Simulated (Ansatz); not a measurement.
Relaxation of AlH5S (7 atoms, charge 0, multiplicity 1), to a largest force component of 0.015 eV/Å in at most 40 steps.

Level of theory: RKS CAM-B3LYP/def2-SVP (Ansatz 0.2.0).

```xyz
7
Properties=species:S:1:pos:R:3
Al -0.403 -0.693 -0.394
S 0.831 0.629 0.891
H -0.380 -2.166 0.060
H -1.894 -0.147 -0.302
H 0.042 -0.538 -1.938
H 0.058 1.591 1.511
H 1.807 1.257 0.125
```

Problem. Where does it end, and by what steps?

Solution. The run converged. The force dipped under the threshold on the way, but the program's further checks kept it going. After 21 steps the energy has fallen by 0.956 eV; H6 moved furthest, 0.97 Å.

| step | energy less start (eV) | largest force component (eV/Å) | accepted |
| --- | --- | --- | --- |
| 0 | 0.0000 | 2.717 | yes |
| 1 | -0.7305 | 1.558 | yes |
| 2 | -0.9003 | 0.989 | yes |
| 3 | -0.9294 | 0.064 | yes |
| 4 | -0.9309 | 0.010 | yes |
| 5 | -0.9313 | 0.046 | yes |
| 6 | -0.9315 | 0.054 | yes |
| 7 | -0.9207 | 0.709 | no |
| 8 | -0.9324 | 0.020 | yes |
| 9 | -0.9339 | 0.176 | yes |
| 10 | -0.9347 | 0.242 | yes |
| 11 | -0.9443 | 0.051 | yes |
| 12 | -0.9431 | 0.295 | no |
| 13 | -0.9470 | 0.032 | yes |
| 14 | -0.9497 | 0.174 | yes |
| 15 | -0.9509 | 0.177 | yes |
| 16 | -0.9546 | 0.008 | yes |
| 17 | -0.9554 | 0.062 | yes |
| 18 | -0.9549 | 0.116 | no |
| 19 | -0.9557 | 0.027 | yes |
| 20 | -0.9557 | 0.025 | no |
| 21 | -0.9558 | 0.010 | yes |

```xyz
7
Properties=species:S:1:pos:R:3
Al -0.631 -0.774 -0.525
S 0.647 0.717 1.171
H 0.029 -2.146 -0.073
H -2.083 -0.394 0.001
H -0.103 -0.082 -1.858
H 0.338 1.923 0.649
H 1.864 0.688 0.588
```

Whether the end is a true minimum wasn't checked by a vibrational analysis.

Run time: 33 s on 1 thread of AMD EPYC 7R43 64-Core Processor (Zen 3), on a shared host, peak memory 0.14 GiB.
